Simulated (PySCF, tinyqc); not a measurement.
Worked calculation (part 1 of 2): RKS/B3LYP (VWN-RPA form) in the sto-3g basis, for CH2, spin multiplicity 1. The lowest restricted solution is unstable here: a spin-polarised one lies 0.0296 hartree lower (PySCF). Computed by tinyqc, a small Python program that keeps every step (integrals from PySCF). Settings: charge = 0, multiplicity = 1, basis = sto-3g, energy threshold = 1e-09, iteration cap = 70, orthogonalisation = symmetric, start = highest core orbitals, DIIS depth = 8, method = RKS, functional = b3lyp, grid = [20, 50]. Command: `OMP_NUM_THREADS=1 python tinyqc.py 20722 20723 out.jsonl` (the two numbers bound the seeds that draw the settings). One thread of a shared host (Intel(R) Xeon(R) Processor @ 2.60GHz), about 0.9 s of CPU time with the checks. Later iterations appear only in the table of the cycle.

## One-electron integrals

Geometry (angstrom):
```
atom         x          y         z
C     0.000000   0.000000  0.000000
H     0.000000   1.119000  0.561000
H     0.000000  -1.113000  0.558000
```

Basis sto-3g: exponents (1/bohr^2) and contraction coefficients of normalised primitives:
```
element  l (shell)   exponent  coefficient
C            s (1)  71.616837     0.154329
C            s (1)  13.045096     0.535328
C            s (1)   3.530512     0.444635
C            s (2)   2.941249    -0.099967
C            s (2)   0.683483     0.399513
C            s (2)   0.222290     0.700115
C            p (3)   2.941249     0.155916
C            p (3)   0.683483     0.607684
C            p (3)   0.222290     0.391957
H            s (1)   3.425251     0.154329
H            s (1)   0.623914     0.535328
H            s (1)   0.168855     0.444635
```

Overlap, kinetic and nuclear-attraction integrals over the contracted functions; the nuclear repulsion is the sum of Za Zb / Rab.

nuclear repulsion = 5.32374545 hartree

overlap S:
```
           1C 1s     1C 2s    1C 2px     1C 2py    1C 2pz     2H 1s      3H 1s
1C 1s   1.000000  0.248362  0.000000   0.000000  0.000000  0.042790   0.043454
1C 2s   0.248362  1.000000  0.000000   0.000000  0.000000  0.402014   0.405506
1C 2px  0.000000  0.000000  1.000000   0.000000  0.000000  0.000000   0.000000
1C 2py  0.000000  0.000000  0.000000   1.000000  0.000000  0.364347  -0.366655
1C 2pz  0.000000  0.000000  0.000000   0.000000  1.000000  0.182662   0.183822
2H 1s   0.042790  0.402014  0.000000   0.364347  0.182662  1.000000   0.080472
3H 1s   0.043454  0.405506  0.000000  -0.366655  0.183822  0.080472   1.000000
```

kinetic energy T (hartree):
```
            1C 1s      1C 2s    1C 2px     1C 2py    1C 2pz      2H 1s      3H 1s
1C 1s   15.891122  -0.085890  0.000000   0.000000  0.000000  -0.011941  -0.012008
1C 2s   -0.085890   0.472250  0.000000   0.000000  0.000000   0.061612   0.063202
1C 2px   0.000000   0.000000  1.477728   0.000000  0.000000   0.000000   0.000000
1C 2py   0.000000   0.000000  0.000000   1.477728  0.000000   0.154069  -0.156949
1C 2pz   0.000000   0.000000  0.000000   0.000000  1.477728   0.077241   0.078686
2H 1s   -0.011941   0.061612  0.000000   0.154069  0.077241   0.760032  -0.011465
3H 1s   -0.012008   0.063202  0.000000  -0.156949  0.078686  -0.011465   0.760032
```

nuclear attraction V (hartree):
```
             1C 1s      1C 2s     1C 2px     1C 2py     1C 2pz      2H 1s      3H 1s
1C 1s   -34.500518  -4.402785   0.000000   0.000124  -0.011573  -0.769375  -0.781431
1C 2s    -4.402785  -6.026111   0.000000   0.001105  -0.125736  -1.974536  -1.995996
1C 2px    0.000000   0.000000  -5.919854   0.000000   0.000000   0.000000   0.000000
1C 2py    0.000124   0.001105   0.000000  -6.073596   0.000461  -1.646046   1.661056
1C 2pz   -0.011573  -0.125736   0.000000   0.000461  -5.958497  -0.847986  -0.855642
2H 1s    -0.769375  -1.974536   0.000000  -1.646046  -0.847986  -3.971423  -0.365530
3H 1s    -0.781431  -1.995996   0.000000   1.661056  -0.855642  -0.365530  -3.984145
```

core Hamiltonian H = T + V (hartree):
```
             1C 1s      1C 2s     1C 2px     1C 2py     1C 2pz      2H 1s      3H 1s
1C 1s   -18.609396  -4.488675   0.000000   0.000124  -0.011573  -0.781316  -0.793439
1C 2s    -4.488675  -5.553861   0.000000   0.001105  -0.125736  -1.912924  -1.932794
1C 2px    0.000000   0.000000  -4.442126   0.000000   0.000000   0.000000   0.000000
1C 2py    0.000124   0.001105   0.000000  -4.595868   0.000461  -1.491977   1.504107
1C 2pz   -0.011573  -0.125736   0.000000   0.000461  -4.480768  -0.770745  -0.776956
2H 1s    -0.781316  -1.912924   0.000000  -1.491977  -0.770745  -3.211392  -0.376995
3H 1s    -0.793439  -1.932794   0.000000   1.504107  -0.776956  -0.376995  -3.224113
```

## Two-electron integrals

Functions are numbered as in S; the eight-fold symmetry (ij|kl) = (ji|kl) = (kl|ij) leaves the list below.

Two-electron integrals (ij|kl) in chemists' order, unique and non-zero (hartree):
```
(11|11) 3.541948    (21|11) 0.576921    (21|21) 0.111888    (22|11) 0.854682
(22|21) 0.205284    (22|22) 0.624709    (31|31) 0.020296    (32|31) 0.030858
(32|32) 0.137996    (33|11) 0.852436    (33|21) 0.205335    (33|22) 0.624568
(33|33) 0.672833    (41|41) 0.020296    (42|41) 0.030858    (42|42) 0.137996
(43|43) 0.036269    (44|11) 0.852436    (44|21) 0.205335    (44|22) 0.624568
(44|33) 0.600295    (44|44) 0.672833    (51|51) 0.020296    (52|51) 0.030858
(52|52) 0.137996    (53|53) 0.036269    (54|54) 0.036269    (55|11) 0.852436
(55|21) 0.205335    (55|22) 0.624568    (55|33) 0.600295    (55|44) 0.600295
(55|55) 0.672833    (61|11) 0.099805    (61|21) 0.019252    (61|22) 0.035301
(61|33) 0.035181    (61|41) 0.001033    (61|42) 0.001938    (61|44) 0.035477
(61|51) 0.000518    (61|52) 0.000972    (61|54) 0.000148    (61|55) 0.035256
(61|61) 0.003385    (62|11) 0.256738    (62|21) 0.062575    (62|22) 0.211725
(62|33) 0.206493    (62|41) 0.005311    (62|42) 0.037788    (62|44) 0.218873
(62|51) 0.002663    (62|52) 0.018945    (62|54) 0.006207    (62|55) 0.209604
(62|61) 0.011243    (62|62) 0.096916    (63|31) 0.006137    (63|32) 0.033055
(63|43) 0.007236    (63|53) 0.003628    (63|63) 0.011401    (64|11) 0.201741
(64|21) 0.049780    (64|22) 0.178594    (64|33) 0.169673    (64|41) 0.009789
(64|42) 0.062392    (64|44) 0.193808    (64|51) 0.001831    (64|52) 0.014708
(64|54) 0.008472    (64|55) 0.172102    (64|61) 0.009330    (64|62) 0.096984
(64|64) 0.106690    (65|11) 0.101141    (65|21) 0.024957    (65|22) 0.089536
(65|33) 0.085064    (65|41) 0.001831    (65|42) 0.014708    (65|44) 0.089908
(65|51) 0.007055    (65|52) 0.040429    (65|54) 0.009665    (65|55) 0.093537
(65|61) 0.004678    (65|62) 0.048622    (65|64) 0.047772    (65|65) 0.035351
(66|11) 0.417619    (66|21) 0.103492    (66|22) 0.399476    (66|33) 0.378709
(66|41) 0.010520    (66|42) 0.102114    (66|44) 0.428072    (66|51) 0.005274
(66|52) 0.051194    (66|54) 0.024748    (66|55) 0.391116    (66|61) 0.018817
(66|62) 0.236982    (66|64) 0.261207    (66|65) 0.130954    (66|66) 0.774606
(71|11) 0.101365    (71|21) 0.019552    (71|22) 0.035849    (71|33) 0.035728
(71|41) -0.001051   (71|42) -0.001970   (71|44) 0.036029    (71|51) 0.000527
(71|52) 0.000988    (71|54) -0.000151   (71|55) 0.035804    (71|61) 0.003323
(71|62) 0.010668    (71|64) 0.008129    (71|65) 0.004449    (71|66) 0.017558
(71|71) 0.003491    (72|11) 0.259581    (72|21) 0.063262    (72|22) 0.213906
(72|33) 0.208629    (72|41) -0.005371   (72|42) -0.038135   (72|44) 0.221116
(72|51) 0.002693    (72|52) 0.019119    (72|54) -0.006260   (72|55) 0.211768
(72|61) 0.010620    (72|62) 0.066546    (72|64) 0.048737    (72|65) 0.032437
(72|66) 0.123892    (72|71) 0.011544    (72|72) 0.098722    (73|31) 0.006219
(73|32) 0.033452    (73|43) -0.007313   (73|53) 0.003666    (73|63) 0.007216
(73|73) 0.011647    (74|11) -0.203567   (74|21) -0.050228   (74|22) -0.180079
(74|33) -0.171077   (74|41) 0.009907    (74|42) 0.063019    (74|44) -0.195436
(74|51) -0.001849   (74|52) -0.014824   (74|54) 0.008546    (74|55) -0.173524
(74|61) -0.008076   (74|62) -0.048600   (74|64) -0.029522   (74|65) -0.023285
(74|66) -0.086012   (74|71) -0.009563   (74|72) -0.098606   (74|74) 0.108347
(75|11) 0.102058    (75|21) 0.025182    (75|22) 0.090282    (75|33) 0.085769
(75|41) -0.001849   (75|42) -0.014824   (75|44) 0.090649    (75|51) 0.007146
(75|52) 0.040884    (75|54) -0.009759   (75|55) 0.094328    (75|61) 0.004421
(75|62) 0.032391    (75|64) 0.023312    (75|65) 0.022681    (75|66) 0.063589
(75|71) 0.004794    (75|72) 0.049436    (75|74) -0.048480   (75|75) 0.035953
(76|11) 0.046983    (76|21) 0.011477    (76|22) 0.039914    (76|33) 0.038942
(76|41) 1.54e-06    (76|42) 0.000019    (76|44) 0.040275    (76|51) 0.000833
(76|52) 0.006241    (76|54) 3.97e-06    (76|55) 0.040485    (76|61) 0.002005
(76|62) 0.015846    (76|64) 0.013885    (76|65) 0.008761    (76|66) 0.035491
(76|71) 0.002036    (76|72) 0.015975    (76|74) -0.013956   (76|75) 0.008820
(76|76) 0.003226    (77|11) 0.419729    (77|21) 0.104009    (77|22) 0.401124
(77|33) 0.380230    (77|41) -0.010613   (77|42) -0.102695   (77|44) 0.429896
(77|51) 0.005321    (77|52) 0.051486    (77|54) -0.024900   (77|55) 0.392714
(77|61) 0.017374    (77|62) 0.123089    (77|64) 0.085673    (77|65) 0.063279
(77|66) 0.236756    (77|71) 0.019209    (77|72) 0.239506    (77|74) -0.263539
(77|75) 0.132125    (77|76) 0.035491    (77|77) 0.774606
```

## Orthogonalisation

S = U s U^T; symmetric (Loewdin) form X = U s^(-1/2) U^T, so that X^T S X = 1.

eigenvalues of S: 0.385022  0.441376  0.887495  1.000000  1.082554  1.478207  1.725346

X:
```
            1C 1s      1C 2s    1C 2px     1C 2py     1C 2pz      2H 1s      3H 1s
1C 1s    1.026530  -0.147435  0.000000   0.000116  -0.008026   0.023192   0.023349
1C 2s   -0.147435   1.191952  0.000000  -0.001528   0.074217  -0.256711  -0.260234
1C 2px   0.000000   0.000000  1.000000   0.000000   0.000000   0.000000   0.000000
1C 2py   0.000116  -0.001528  0.000000   1.137418  -0.000601  -0.239441   0.241954
1C 2pz  -0.008026   0.074217  0.000000  -0.000601   1.032845  -0.114187  -0.115485
2H 1s    0.023192  -0.256711  0.000000  -0.239441  -0.114187   1.165558  -0.023179
3H 1s    0.023349  -0.260234  0.000000   0.241954  -0.115485  -0.023179   1.168913
```

## Starting guess

The start is the highest orbitals of the core Hamiltonian (a deliberately bad start); D = 2 C_occ C_occ^T.

D at the start:
```
            1C 1s      1C 2s    1C 2px     1C 2py     1C 2pz      2H 1s      3H 1s
1C 1s    0.024461  -0.139019  0.000000   0.000620   0.140536   0.102593   0.103970
1C 2s   -0.139019   0.909703  0.000000  -0.006849  -0.447436  -0.923069  -0.940492
1C 2px   0.000000   0.000000  2.000000   0.000000   0.000000   0.000000   0.000000
1C 2py   0.000620  -0.006849  0.000000   0.410942  -0.002589  -0.775032   0.787390
1C 2pz   0.140536  -0.447436  0.000000  -0.002589   1.838935  -0.415946  -0.422448
2H 1s    0.102593  -0.923069  0.000000  -0.775032  -0.415946   2.904648  -0.055060
3H 1s    0.103970  -0.940492  0.000000   0.787390  -0.422448  -0.055060   2.925764
```

## Iteration 1: exchange-correlation on the grid

Becke grid with 20 radial and 50 angular points per atom, points of zero weight dropped. rho = sum D_ij phi_i phi_j; V_xc,ij = sum w v_xc phi_i phi_j plus the gradient terms; v_xc is d(rho eps)/d rho at fixed gradient. Exact exchange is left to K.

The 16 grid points with the largest w rho, of 2996 (bohr, atomic units):
```
x                  y          z         w       rho  |grad rho|^2     eps_xc       v_xc
0.903198    0.000000  -0.903198  0.172895  0.246183      0.179978  -0.430933  -0.534280
-0.903198   0.000000  -0.903198  0.172895  0.246183      0.179978  -0.430933  -0.534280
1.196098    0.000000  -1.196098  0.370877  0.106813      0.060861  -0.347364  -0.405659
-1.196098   0.000000  -1.196098  0.370877  0.106813      0.060861  -0.347364  -0.405659
-0.385125  -0.385125  -1.155375  0.154496  0.237793      0.176067  -0.427129  -0.527959
0.385125   -0.385125  -1.155375  0.154496  0.237793      0.176067  -0.427129  -0.527959
0.385125    0.385125  -1.155375  0.154496  0.237761      0.175997  -0.427111  -0.527937
-0.385125   0.385125  -1.155375  0.154496  0.237761      0.175997  -0.427111  -0.527937
-0.510018  -0.510018  -1.530054  0.331360  0.102875      0.057331  -0.344051  -0.400856
0.510018   -0.510018  -1.530054  0.331360  0.102875      0.057331  -0.344051  -0.400856
0.510018    0.510018  -1.530054  0.331362  0.102869      0.057318  -0.344044  -0.400849
-0.510018   0.510018  -1.530054  0.331362  0.102869      0.057318  -0.344044  -0.400849
-1.155375  -0.385125  -0.385125  0.154402  0.210695      0.141792  -0.412572  -0.507647
1.155375   -0.385125  -0.385125  0.154402  0.210695      0.141792  -0.412572  -0.507647
1.155375    0.385125  -0.385125  0.154406  0.210594      0.141636  -0.412512  -0.507570
-1.155375   0.385125  -0.385125  0.154406  0.210594      0.141636  -0.412512  -0.507570
```

electrons on the grid, sum of w rho = 7.998732

E_xc = sum of w rho eps_xc = -2.92136758 hartree

V_xc (hartree):
```
            1C 1s      1C 2s     1C 2px     1C 2py     1C 2pz      2H 1s      3H 1s
1C 1s   -0.561829  -0.135638   0.000000   0.000050   0.001936  -0.022764  -0.023122
1C 2s   -0.135638  -0.427224   0.000000   0.000135   0.031775  -0.153701  -0.155302
1C 2px   0.000000   0.000000  -0.456314   0.000000   0.000000   0.000000   0.000000
1C 2py   0.000050   0.000135   0.000000  -0.379600   0.000111  -0.137290   0.138490
1C 2pz   0.001936   0.031775   0.000000   0.000111  -0.446927  -0.066860  -0.067433
2H 1s   -0.022764  -0.153701   0.000000  -0.137290  -0.066860  -0.441578  -0.027987
3H 1s   -0.023122  -0.155302   0.000000   0.138490  -0.067433  -0.027987  -0.441786
```

## Iteration 1: building the Kohn-Sham matrix

J_ij = sum D_kl (ij|kl), K_ij = sum D_kl (ik|jl); F = H + J - 0.1 K + V_xc; E = tr D H + tr D J / 2 - 0.05 tr D K + E_xc + E_nn.

Coulomb J (hartree):
```
            1C 1s      1C 2s    1C 2px     1C 2py     1C 2pz     2H 1s      3H 1s
1C 1s    5.038042   1.221251  0.000000  -0.000131  -0.018535  0.209341   0.212612
1C 2s    1.221251   4.026292  0.000000  -0.000933  -0.001017  1.505602   1.520390
1C 2px   0.000000   0.000000  4.001743   0.000000   0.000000  0.000000   0.000000
1C 2py  -0.000131  -0.000933  0.000000   4.044879  -0.000308  1.344929  -1.355630
1C 2pz  -0.018535  -0.001017  0.000000  -0.000308   4.028937  0.677994   0.683242
2H 1s    0.209341   1.505602  0.000000   1.344929   0.677994  3.524277   0.287665
3H 1s    0.212612   1.520390  0.000000  -1.355630   0.683242  0.287665   3.530318
```

exchange K (hartree):
```
            1C 1s      1C 2s    1C 2px     1C 2py     1C 2pz     2H 1s      3H 1s
1C 1s    0.099064   0.122202  0.000000   0.000032  -0.022207  0.017805   0.018043
1C 2s    0.122202   0.745665  0.000000  -0.000568  -0.466545  0.308503   0.311009
1C 2px   0.000000   0.000000  1.460873   0.000000   0.000000  0.000000   0.000000
1C 2py   0.000032  -0.000568  0.000000   0.311218  -0.000329  0.292689  -0.294447
1C 2pz  -0.022207  -0.466545  0.000000  -0.000329   1.311098  0.126322   0.126732
2H 1s    0.017805   0.308503  0.000000   0.292689   0.126322  1.466107   0.063689
3H 1s    0.018043   0.311009  0.000000  -0.294447   0.126732  0.063689   1.463153
```

Kohn-Sham matrix F (hartree):
```
             1C 1s      1C 2s     1C 2px     1C 2py     1C 2pz      2H 1s      3H 1s
1C 1s   -14.143089  -3.415282   0.000000   0.000040  -0.025952  -0.596520  -0.605752
1C 2s    -3.415282  -2.029360   0.000000   0.000363  -0.048323  -0.591873  -0.598807
1C 2px    0.000000   0.000000  -1.042785   0.000000   0.000000   0.000000   0.000000
1C 2py    0.000040   0.000363   0.000000  -0.961710   0.000296  -0.313607   0.316411
1C 2pz   -0.025952  -0.048323   0.000000   0.000296  -1.029868  -0.172244  -0.173821
2H 1s    -0.596520  -0.591873   0.000000  -0.313607  -0.172244  -0.275303  -0.123685
3H 1s    -0.605752  -0.598807   0.000000   0.316411  -0.173821  -0.123685  -0.281896
```

total energy of this density = -12.22925409 hartree

## Iteration 1: diagonalisation and new density

Diagonalise F' = X^T F X, C = X C', fill 4 alpha and 4 beta electrons from the bottom; D = 2 C_occ C_occ^T. Each column has its largest component positive (the first on a tie).

F' = X^T F X (hartree):
```
            1          2          3          4          5          6          7
1  -13.963132  -1.508103   0.000000  -0.000091  -0.023844  -0.101966  -0.104739
2   -1.508103  -1.402348   0.000000  -0.000324  -0.026519  -0.222526  -0.225622
3    0.000000   0.000000  -1.042785   0.000000   0.000000   0.000000   0.000000
4   -0.000091  -0.000324   0.000000  -0.917162   0.000083  -0.154597   0.156099
5   -0.023844  -0.026519   0.000000   0.000083  -1.024067  -0.069527  -0.070332
6   -0.101966  -0.222526   0.000000  -0.154597  -0.069527  -0.000400  -0.031225
7   -0.104739  -0.225622   0.000000   0.156099  -0.070332  -0.031225  -0.001873
```

orbital energies (hartree): MO1 -14.144083, MO2 -1.301462, MO3 -1.042785, MO4 -1.024045, MO5 -0.965635, MO6 0.047678, MO7 0.078566

coefficients C:
```
              MO1        MO2       MO3        MO4        MO5        MO6        MO7
1C 1s    1.002321  -0.252962  0.000000   0.039105  -0.000139   0.080508   0.000456
1C 2s   -0.010496   1.075580  0.000000  -0.159565   0.000474  -0.631784  -0.005156
1C 2px   0.000000   0.000000  1.000000   0.000000   0.000000   0.000000   0.000000
1C 2py   0.000017  -0.001590  0.000000  -0.004225   1.037351   0.002526   0.577471
1C 2pz   0.000885   0.203717  0.000000   0.994387   0.004075  -0.261517  -0.001837
2H 1s    0.002855  -0.075502  0.000000  -0.030591  -0.053864   0.852830  -0.871210
3H 1s    0.002890  -0.076025  0.000000  -0.031251   0.053498   0.853934   0.876476
```

D after iteration 1:
```
            1C 1s      1C 2s    1C 2px     1C 2py     1C 2pz      2H 1s      3H 1s
1C 1s    2.140332  -0.577681  0.000000   0.000507  -0.023521   0.041530   0.041812
1C 2s   -0.577681   2.364885  0.000000  -0.002073   0.120871  -0.152715  -0.153629
1C 2px   0.000000   0.000000  2.000000   0.000000   0.000000   0.000000   0.000000
1C 2py   0.000507  -0.002073  0.000000   0.000041  -0.009050   0.000499   0.000506
1C 2pz  -0.023521   0.120871  0.000000  -0.009050   2.060613  -0.091595  -0.093122
2H 1s    0.041530  -0.152715  0.000000   0.000499  -0.091595   0.013289   0.013409
3H 1s    0.041812  -0.153629  0.000000   0.000506  -0.093122   0.013409   0.013530
```

## Iteration 2: exchange-correlation on the grid

As before.

The 16 grid points with the largest w rho, of 2996 (bohr, atomic units):
```
x                  y          z         w       rho  |grad rho|^2     eps_xc       v_xc
-0.903198   0.000000   0.903198  0.172207  0.273831      0.233115  -0.445214  -0.552434
0.903198    0.000000   0.903198  0.172207  0.273831      0.233115  -0.445214  -0.552434
0.903198    0.000000  -0.903198  0.172895  0.262465      0.209108  -0.439402  -0.545178
-0.903198   0.000000  -0.903198  0.172895  0.262465      0.209108  -0.439402  -0.545178
-1.196098   0.000000   1.196098  0.364216  0.116885      0.074471  -0.356611  -0.417190
1.196098    0.000000   1.196098  0.364216  0.116885      0.074471  -0.356611  -0.417190
1.196098    0.000000  -1.196098  0.370877  0.113140      0.068230  -0.352960  -0.413052
-1.196098   0.000000  -1.196098  0.370877  0.113140      0.068230  -0.352960  -0.413052
-1.155375  -0.385125   0.385125  0.153596  0.251653      0.204358  -0.434739  -0.537326
1.155375   -0.385125   0.385125  0.153596  0.251653      0.204358  -0.434739  -0.537326
1.155375    0.385125   0.385125  0.153632  0.251254      0.203869  -0.434546  -0.537046
-1.155375   0.385125   0.385125  0.153632  0.251254      0.203869  -0.434546  -0.537046
-0.385125  -0.385125   1.155375  0.148332  0.256936      0.221966  -0.437921  -0.540551
0.385125   -0.385125   1.155375  0.148332  0.256936      0.221966  -0.437921  -0.540551
1.155375    0.385125  -0.385125  0.154406  0.246829      0.194057  -0.432113  -0.534114
-1.155375   0.385125  -0.385125  0.154406  0.246829      0.194057  -0.432113  -0.534114
```

electrons on the grid, sum of w rho = 8.000400

E_xc = sum of w rho eps_xc = -5.30793395 hartree

V_xc (hartree):
```
            1C 1s      1C 2s     1C 2px     1C 2py     1C 2pz      2H 1s      3H 1s
1C 1s   -1.868568  -0.272373   0.000000   0.000012  -0.000433  -0.047297  -0.048041
1C 2s   -0.272373  -0.485502   0.000000   0.000057  -0.001106  -0.140554  -0.142247
1C 2px   0.000000   0.000000  -0.508300   0.000000   0.000000   0.000000   0.000000
1C 2py   0.000012   0.000057   0.000000  -0.429452   0.000302  -0.101778   0.102883
1C 2pz  -0.000433  -0.001106   0.000000   0.000302  -0.508243  -0.058365  -0.059062
2H 1s   -0.047297  -0.140554   0.000000  -0.101778  -0.058365  -0.196477  -0.026361
3H 1s   -0.048041  -0.142247   0.000000   0.102883  -0.059062  -0.026361  -0.198128
```
